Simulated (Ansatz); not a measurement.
**C2H5NO2: basis-set convergence**

One table from this session's results is given with a row withheld; the runs are named, their logs left out.

Computed with Ansatz 0.2.0, Gaussian basis. Level: one geometry, several basis sets.

Levels to be run: PBE0-D4/def2-SVP; ωB97M-V/def2-SVP; PBE0-D4/def2-QZVPP; ωB97M-V/def2-QZVPP; the functionals' def2-TZVPP values are taken from earlier runs.

**The relaxed structure**

The geometry comes from an earlier relaxation with PBE0-D4 in a triple-zeta def2 set; it is a stationary point, not always the lowest conformer.

SMILES `COC(=N)O`, 10 atoms, charge 0, spin multiplicity 1.

Atoms are counted from 1 here; the program's logs count them from 0.

Bond lengths: C1–O2 1.412 Å, C1–H6 1.088 Å, C1–H7 1.094 Å, C1–H8 1.094 Å, O2–C3 1.335 Å, C3–N4 1.264 Å, C3–O5 1.334 Å, N4–H9 1.012 Å, O5–H10 0.965 Å. Angles: O2–C1–H6 106.1°, O2–C1–H7 111.1°, O2–C1–H8 111.1°, H6–C1–H7 109.4°, H6–C1–H8 109.4°, H7–C1–H8 109.7°, C1–O2–C3 116.4°, O2–C3–N4 130.6°, O2–C3–O5 107.8°, N4–C3–O5 121.6°, C3–N4–H9 113.4°, C3–O5–H10 105.5°.

The first run:

File in.yaml:

```yaml
crystal:
  periodic: [false, false, false]
  atoms:
    - {symbol: C, position_ang: [-1.375829, -0.382334, -0.025556]}
    - {symbol: O, position_ang: [-0.439662, 0.484958, -0.629215]}
    - {symbol: C, position_ang: [0.815946, 0.408719, -0.181197]}
    - {symbol: N, position_ang: [1.326964, -0.323843, 0.713045]}
    - {symbol: O, position_ang: [1.547404, 1.292838, -0.862502]}
    - {symbol: H, position_ang: [-2.328555, -0.181668, -0.510464]}
    - {symbol: H, position_ang: [-1.465206, -0.182267, 1.046324]}
    - {symbol: H, position_ang: [-1.102220, -1.429834, -0.183112]}
    - {symbol: H, position_ang: [0.660971, -0.947910, 1.149758]}
    - {symbol: H, position_ang: [2.443189, 1.210242, -0.514181]}
basis:
  gaussian: {orbitals: def2-SVP}
hamiltonian: {xc: pbe0, dispersion: d4}
output: {orbitals: {seedname: orbitals}}
```

The run is started by

```console
$ ansatz run in.yaml --threads 4 --pin off --events-out ev --progress --plain --max-ram 10444MiB
```

Among the steps run: PBE0-D4 in def2-SVP; ωB97M-V in def2-SVP; PBE0-D4 in def2-QZVPP; ωB97M-V in def2-QZVPP.

One of the session's tables, all rows but one given; the rest of the session is left out.

It belongs to the step «Density functionals: the series». 

```
functional       basis  HOMO (eV)  LUMO (eV)
   PBE0-D4    def2-SVP      -7.54       1.71
   PBE0-D4  def2-TZVPP      -7.75       1.04
   PBE0-D4  def2-QZVPP      -7.81       0.55
   ωB97M-V    def2-SVP      -9.85       3.37
   ωB97M-V  def2-TZVPP          ?          ?
   ωB97M-V  def2-QZVPP     -10.15       1.66
```

Q: Estimate the row for ωB97M-V, def2-TZVPP from the others.

As computed: HOMO (eV): -10.09; LUMO (eV): 2.47. In the column «HOMO (eV)» it lies between ωB97M-V, def2-QZVPP (-10.15) and ωB97M-V, def2-SVP (-9.85).
